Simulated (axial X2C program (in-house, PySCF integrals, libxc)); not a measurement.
# PF⁺: EOM-EA-CCSD levels

Wanted for PF⁺: EOM-EA-CCSD levels, at the two-component level.

Computed with an in-house X2C program for linear molecules on PySCF integrals. Level: two-component X2C with atomic mean-field terms, P dyall-av3z, F dyall-av3z.

All values are calculated.

**1. Set-up**

Input file task.json:

```json
{
 "zs": [
  15,
  9
 ],
 "q": 1,
 "bas": [
  "dyall-av3z",
  "dyall-av3z"
 ],
 "r0": 1.75,
 "eom": "ea",
 "thr": -2.0,
 "nmax": 92,
 "grid": [
  1,
  0.96,
  1.045,
  0.92,
  1.09,
  1.15
 ]
}
```

Keys: zs atomic numbers; q charge; bas basis sets; r0 starting distance in Å; eom kind of EOM run; thr threshold in hartree for freezing inner shells (an s shell follows its p shell); nmax most natural virtual spinors; grid distances as factors.

On the command line:

```sh
> python soeom.py task.json out
```

Nuclei are Gaussian, cores are contracted, and the Gaunt term is on.

**2. EOM-EA-CCSD at 1.522 Å**

Reference: the closed shell PF²⁺; 10 electrons correlated, 92 virtual spinors; roots sought by Ω: 1/2: 5, 3/2: 4, 5/2: 2, 7/2: 1.

Output:

```text
two-component X2C + atomic mean field  HF
basis functions 116  fitting functions 606  grid points 4351
iter        total energy     max residual
   1       -440.056174939     7.96e-02
   2       -440.074194578     1.01e-02
   3       -440.075138400     7.74e-03
   4       -440.075839965     1.67e-03
   5       -440.075913560     5.40e-04
   6       -440.075924791     9.91e-05
   7       -440.075925357     2.54e-05
   8       -440.075925386     2.65e-06
   9       -440.075925386     4.71e-07
converged
one-electron -687.72559451  Coulomb 232.92984904  exact exchange -32.16319845  xc functional 0.00000000  nuclear repulsion 46.93753185  atomic mean-field constant -0.05451332
correlated 10  virtual 200  natural virtual 92  E(MP2) -0.361034385  MP2 remainder -0.039348355
iter   CCSD correlation   residual
   1     -0.311256189   1.73e-01
   2     -0.324199165   9.69e-02
   3     -0.329441924   3.20e-02
   4     -0.329465674   1.02e-02
   5     -0.329545940   4.00e-03
   6     -0.329599850   1.59e-03
   7     -0.329597755   5.07e-04
   8     -0.329600536   1.07e-04
   9     -0.329602497   3.29e-05
  10     -0.329601641   1.17e-05
  11     -0.329601969   3.90e-06
  12     -0.329601876   1.65e-06
  13     -0.329601865   6.91e-07
(T) -0.014245345  T1 0.0419  D1 0.0641  max T2 0.079
EOM-EA-CCSD roots
2*Omega      energy/Eh   energy/eV  one-particle weight
    1      -0.66938763    -18.2150      0.960
    1      -0.49721298    -13.5299      0.955
    1      -0.43631344    -11.8727      0.000
    1      -0.31726498     -8.6332      0.933
    1      -0.29420623     -8.0058      0.035
    3      -0.66786109    -18.1734      0.960
    3      -0.43630266    -11.8724      0.000
    3      -0.35802399     -9.7423      0.345
    3      -0.25385258     -6.9077      0.673
    5      -0.35790528     -9.7391      0.345
    5      -0.25360490     -6.9009      0.670
    7      -0.13326407     -3.6263      0.001
```

T1 in the output is the amplitude norm over the root of the electron number; divide by √2 for the Lee–Taylor value.

| Ω | binding energy (eV) | above lowest (cm⁻¹) | spinor | weight |
| --- | --- | --- | --- | --- |
| 1/2 | 18.215 | 0 | 80% P pπ, 9% F pπ | 0.96 |
| 3/2 | 18.173 | 340 | 80% P pπ, 9% F pπ | 0.96 |
| 1/2 | 13.530 | 37790 | 48% P pσ, 30% P dσ, 9% F pσ | 0.96 |
| 1/2 | 8.633 | 77280 | 81% P sσ | 0.93 |
| 3/2 | 6.908 | 91200 | 96% P dδ | 0.67 |
| 5/2 | 6.901 | 91250 | 97% P dδ | 0.67 |

Wall time 30 s (1 thread of Arm Neoverse V1, shared host); peak memory 0.6 GiB.

**3. EOM-EA-CCSD at 1.461 Å**

| Ω | binding energy (eV) | above lowest (cm⁻¹) | spinor | weight |
| --- | --- | --- | --- | --- |
| 1/2 | 17.990 | 0 | 78% P pπ, 9% F pπ | 0.96 |
| 3/2 | 17.949 | 330 | 78% P pπ, 9% F pπ | 0.96 |
| 1/2 | 13.172 | 38860 | 46% P pσ, 33% P dσ, 10% F sσ | 0.96 |
| 1/2 | 8.574 | 75940 | 81% P sσ | 0.94 |
| 3/2 | 6.800 | 90260 | 78% P pπ, 18% F pπ | 0.98 |
| 5/2 | 6.783 | 90390 | 96% P dδ | 0.64 |

It took 43 s on 1 thread of Arm Neoverse V1, shared host; peak memory 0.61 GiB.

**4. EOM-EA-CCSD at 1.591 Å**

| Ω | binding energy (eV) | above lowest (cm⁻¹) | spinor | weight |
| --- | --- | --- | --- | --- |
| 1/2 | 18.448 | 0 | 83% P pπ, 8% F pπ | 0.96 |
| 3/2 | 18.407 | 340 | 83% P pπ, 8% F pπ | 0.96 |
| 1/2 | 13.963 | 36170 | 49% P pσ, 27% P dσ, 11% F pσ | 0.96 |
| 1/2 | 8.689 | 78710 | 81% P sσ, 6% F sσ | 0.90 |

Wall time 34 s (1 thread of Arm Neoverse V1, shared host); peak memory 0.63 GiB.

**5. EOM-EA-CCSD at 1.400 Å**

| Ω | binding energy (eV) | above lowest (cm⁻¹) | spinor | weight |
| --- | --- | --- | --- | --- |
| 1/2 | 17.750 | 0 | 76% P pπ, 10% F pπ, 6% F dπ | 0.96 |
| 3/2 | 17.709 | 330 | 76% P pπ, 10% F pπ, 6% F dπ | 0.96 |
| 1/2 | 12.849 | 39530 | 44% P pσ, 35% P dσ, 10% F sσ | 0.96 |
| 1/2 | 8.509 | 74540 | 81% P sσ | 0.95 |
| 3/2 | 6.798 | 88330 | 76% P pπ, 22% F pπ | 0.99 |
| 5/2 | 6.655 | 89480 | 95% P dδ | 0.60 |

Run time: 37 s. Hardware: 1 thread of Arm Neoverse V1, shared host; peak memory 0.63 GiB.

**6. EOM-EA-CCSD at 1.659 Å**

| Ω | binding energy (eV) | above lowest (cm⁻¹) | spinor | weight |
| --- | --- | --- | --- | --- |
| 1/2 | 18.661 | 0 | 85% P pπ, 7% F pπ | 0.96 |
| 3/2 | 18.618 | 340 | 85% P pπ, 7% F pπ | 0.96 |
| 1/2 | 14.420 | 34200 | 51% P pσ, 23% P dσ, 14% F pσ | 0.95 |
| 1/2 | 8.724 | 80140 | 82% P sσ, 7% F sσ | 0.73 |

Run time: 45 s. Hardware: 1 thread of Arm Neoverse V1, shared host; peak memory 0.63 GiB.

**7. EOM-EA-CCSD at 1.750 Å**

| Ω | binding energy (eV) | above lowest (cm⁻¹) | spinor | weight |
| --- | --- | --- | --- | --- |
| 1/2 | 18.907 | 0 | 88% P pπ, 6% F pπ | 0.96 |
| 3/2 | 18.864 | 340 | 87% P pπ, 6% F pπ | 0.96 |
| 1/2 | 15.008 | 31440 | 52% P pσ, 19% P dσ, 17% F pσ | 0.95 |
| 1/2 | 8.825 | 81320 | 77% P sσ, 7% P dσ | 0.78 |

It took 17 s on 1 thread of Arm Neoverse V1, shared host; peak memory 0.64 GiB.

**8. Curves of the states**

Energies in eV from the lowest point of the lowest state; states are followed by energy order within each Ω.

| R (Å) | (1)Ω=1/2 | (1)Ω=3/2 | (2)Ω=1/2 |
| --- | --- | --- | --- |
| 1.400 | 0.4233 | 0.4646 | 5.3240 |
| 1.461 | 0.0872 | 0.1285 | 4.9056 |
| 1.522 | 0.0000 | 0.0415 | 4.6851 |
| 1.591 | 0.1092 | 0.1511 | 4.5943 |
| 1.659 | 0.3680 | 0.4102 | 4.6081 |
| 1.750 | 0.8484 | 0.8911 | 4.7469 |

Constants where the minimum is well bracketed (masses 30.974 and 18.998 u):

| state | Te (cm⁻¹) | Re (Å) | ωe (cm⁻¹) |
| --- | --- | --- | --- |
| (1)Ω=1/2 | 0 | 1.518 | 1057 |
| (1)Ω=3/2 | 330 | 1.518 | 1057 |

**9. Results**

| quantity | value |
| --- | --- |
| lowest root at 1.522 Å | Ω = 1/2, 18.215 eV |
| next root led by one particle | Ω = 3/2, about 340 cm⁻¹ higher |
| T1 of the reference | 0.030 |
| lowest state, Re and ωe | 1.518 Å, 1057 cm⁻¹ |

In words: The added electron is bound by 18.21 eV in a spinor of 80% P pπ, 9% F pπ. Errors of 0.1 to 0.3 eV are usual at this size, and roots led by higher excitations are left out, so the list is incomplete, and low states of that kind can be missing. T1 or the largest double amplitude of the reference is raised, which lowers the reliability. The bond is 0.066 Å longer than in the closed-shell reference at CCSD (1.452 Å).
